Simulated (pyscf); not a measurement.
Thermochemistry of product channels of HO–Ti(OH)(F)–F + H atom (H•) on the doublet surface, in kcal/mol, from ωB97M-D3(BJ)/def2-TZVP energies (ideal gas, 1 atm, RRHO with modes under 100 cm⁻¹ raised to 100, one conformer, R ln 2 for chiral ones without a mode under 150 cm⁻¹). PySCF, gas phase, ωB97X-D3(BJ)/def2-SVP geometries.

| products | ΔE | ΔH(298 K) | ΔG(600 K) | ΔG(1200 K) |
|---|---|---|---|---|
| [O–Ti(OH)(F)–F]• + hydrogen (H₂) | +18.0 | +17.8 | +16.5 | ? |
| [HO–Ti(OH)–F]• + hydrogen fluoride (HF) | ? | -5.1 | -10.3 | -13.9 |

Q: Fill in the missing entries.

A: 
- [O–Ti(OH)(F)–F]• + hydrogen (H₂), ΔG(1200 K): +16.1
- [HO–Ti(OH)–F]• + hydrogen fluoride (HF), ΔE: -9.1

These are energies of the channels, which say nothing of barriers. Open-shell species with a d-block atom are single-reference here; other states, and whether the spin sits on metal or ligand, were not checked.
